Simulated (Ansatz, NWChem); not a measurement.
**Heat of formation of C4H6 (1,2-butadiene) from total energies**

C4H6: 10 atoms, total charge 0, spin state singlet. SMILES: `C=C=CC`. Geometry: relaxed at PBE0-D4/def2-TZVP.

Total energies at M06-2X/cc-pVDZ (NWChem 7.3.0); the atoms run unrestricted:

| species | state | energy (Eh) |
| --- | --- | --- |
| C4H6 | singlet | -155.901260 |
| C | triplet | -37.836371 |
| H | doublet | -0.497411 |

Harmonic wavenumbers at PBE0-D4/def2-TZVP, in cm⁻¹: 171, 210, 344, 543, 577, 876, 891, 898, 1015, 1057, 1093, 1159, 1359, 1400, 1467, 1475, 1501, 2077, 3044, 3101, 3136, 3139, 3153, 3215.

Measured heats of formation of the gaseous atoms at 298.15 K, in kJ/mol: C 716.9, H 218.0. Spin-orbit lowering of the atoms at 298 K (mean of the ground term's levels less their thermal mean, from spectra), in kJ/mol: C 0.02. Take 1 Eh = 2625.50 kJ/mol, 1 cm⁻¹ = 0.0119627 kJ/mol, RT = 2.479 kJ/mol.

**Question.** Work out the heat of formation of the gas at 298 K.

**Answer.** 
1. Electronic atomisation energy: 4 × (-37.836371) + 6 × (-0.497411) − (-155.901260) = 1.571310 Eh = 4125.5 kJ/mol.
2. Zero-point energy: half the sum of the wavenumbers, 18450.5 cm⁻¹ = 220.7 kJ/mol.
3. Thermal vibrational enthalpy, Σ hcν̃/(exp(hcν̃/kT) − 1): 5.8 kJ/mol. Translation, rotation and pV of a non-linear molecule: 4 RT = 9.9 kJ/mol.
4. The 10 free atoms carry 5/2 RT each: 62.0 kJ/mol.
5. Spin-orbit coupling lowers the free atoms by 4 × 0.02 = 0.1 kJ/mol.
6. Atomisation enthalpy at 298 K: 4125.5 − 0.1 − 220.7 − 5.8 − 9.9 + 62.0 = 3951.0 kJ/mol.
7. Sum of the atoms' heats of formation: 4175.6 kJ/mol. Heat of formation: 4175.6 − 3951.0 = +224.6 kJ/mol.

The tabulated value is +162.3 kJ/mol (CRC Handbook of Chemistry and Physics), so this level is off by +62.3 kJ/mol, or 1.6 % of the atomisation enthalpy that the table implies (4013.2 kJ/mol). Anharmonicity and any spin-orbit splitting of the molecule are left out.
